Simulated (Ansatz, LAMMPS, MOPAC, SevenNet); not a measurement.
## How well does each level of theory give the equilibrium lattice constant a of wurtzite ZnS (high-temperature phase)?

Reference value: 3.823 Å (measured, temperature not stated, not corrected to a static lattice, our sources range from 3.811 to 3.823; as tabulated in Kisi, Elcombe, Acta Cryst. C 45, 1867 (1989), by the Crystallography Open …).

```csv
level (code),value (Å),difference (%)
Stillinger–Weber CdTeZnSeHgS0.sw (LAMMPS),3.823,0.00
MNDO semi-empirical Hartree-Fock (MOPAC),3.825,+0.05
SevenNet-0,3.850,+0.71
PBE (Ansatz),3.845,+0.58
rVV10 (Ansatz),3.849,+0.68
r²SCANh (Ansatz),3.808,-0.39
Hartree–Fock (Ansatz),3.953,+3.40
```

Leaving aside Stillinger–Weber CdTeZnSeHgS0.sw (doubt noted below): The reference's temperature isn't stated, so close values are not ranked against it. Off by more than 1.25 %, or 1.75 % on the side where a correction would as a rule narrow the miss (bounds picked here): Hartree–Fock (+3.40 %).

The reference isn't brought to a static lattice, while the calculations are for one, so the differences are not the levels' errors alone.  Stillinger–Weber CdTeZnSeHgS0.sw: the potential file covers more elements than this solid holds. MNDO semi-empirical Hartree-Fock (MOPAC): the method was fitted mainly to molecules. MNDO semi-empirical Hartree-Fock (MOPAC): the run uses a supercell at the zone centre in place of a k mesh. Cutoffs and k meshes differ between the levels. Ansatz's density-functional and Hartree–Fock values are scalar-relativistic unless marked +SOC, with PAW data made under PBE.

Empirical potentials (Stillinger–Weber CdTeZnSeHgS0.sw) are fitted to chosen data: where that held the value shown, agreement is built in, and what lay outside the fit can be far off. Machine-learned potentials (SevenNet-0) are trained on DFT data: a solid inside that data is no test of them.

Differences are worked out from the printed values.

Ansatz is a first-principles code.
